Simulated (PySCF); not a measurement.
**Removing an electron from `CCC1=NC1`**

C4H7N.
Atom-mapped SMILES: `[CH3:1][CH2:2][C:3]1=[N:4][CH2:5]1` (hydrogens: H6, H7, H8 on C1; H9, H10 on C2; H11, H12 on C5)

Cartesian coordinates in Å at the PBE0-D3(BJ)/def2-SVP level; atoms count from 1:
```xyz
12
C4H7N angstrom
C     -1.1266    0.4580   -0.8979
C     -0.5338   -0.1974    0.3450
C      0.9339   -0.3297    0.2690
N      1.8511   -1.1771    0.3657
C      2.2413    0.2606    0.0670
H     -2.2136    0.5818   -0.7900
H     -0.6860    1.4515   -1.0700
H     -0.9425   -0.1520   -1.7949
H     -0.7644    0.4150    1.2344
H     -0.9626   -1.1968    0.5195
H      2.7406    0.8179    0.8712
H      2.6163    0.4724   -0.9433
```

Level: CAM-B3LYP/def2-SVPD (PySCF). Frontier orbitals with their largest atomic shares (Löwdin; up to four atoms above 4 %):

```csv
orbital,ε (eV),main atoms
HOMO−3,-12.00,"C1 28 %, C2 16 %, H7 14 %, N4 11 %"
HOMO−2,-11.36,"N4 26 %, C2 16 %, C1 14 %, C3 11 %"
HOMO−1,-9.56,"N4 36 %, C3 20 %, C5 18 %, H11 8 %"
HOMO,-9.05,?
LUMO,0.91,"N4 24 %, C3 23 %, C1 13 %, C2 11 %"
LUMO+1,1.48,"C3 19 %, C1 14 %, C5 14 %, N4 13 %"
LUMO+2,2.04,"H10 17 %, C2 16 %, H9 15 %, H7 10 %"
```

Task: What vertical ionisation energy does ΔSCF give, and how far is −ε(HOMO) from it?

Result: ΔSCF: 10.01 eV (966 kJ/mol; threshold wavelength 124 nm); ⟨S²⟩ of the doublet left behind is 0.759, against 0.75 for a pure doublet. −ε(HOMO) is 9.05 eV, 0.96 eV below it. In exact Kohn–Sham theory the two would be equal; CAM-B3LYP (range-separated hybrid) falls short of its own ΔSCF value by 10 %.

Task: On which atoms does the HOMO lie?

Result: N4 (C=N nitrogen) 41 %, C5 (sp3 carbon bound to nitrogen) 29 %, C3 (C=N carbon) 18 %, C2 (chain CH2 carbon) 5 %. The HOMO−1 lies 0.51 eV lower.

Task: With α = 53.3 au, estimate the like-pair dispersion coefficient by London's formula C6 = (3/4)α²I.

Result: I = 0.3679 Eh, so C6 ≈ 783 au, a rough estimate.

Task: Shift the occupied levels rigidly so that −ε(HOMO) equals the ΔSCF value. What binding energies result?

Result: The shift is +0.96 eV: HOMO 10.01, HOMO−1 10.52, HOMO−2 12.32, HOMO−3 12.96 eV. A rigid shift is only a rough guide to the deeper ionisations.

Task: What total energies stand behind the ΔSCF value?

Result: E(N) = -211.05586 Eh and E(N − 1) = -210.68796 Eh at the same geometry, 0.36790 Eh apart.

Task: What kinetic energy would electrons from this vertical process carry with Lyman-α light (10.199 eV)?

Result: 10.20 − 10.01 = 0.19 eV.

The structure is a single PBE0-D3(BJ)/def2-SVP conformer in the gas phase; no vibrational or solvent corrections.
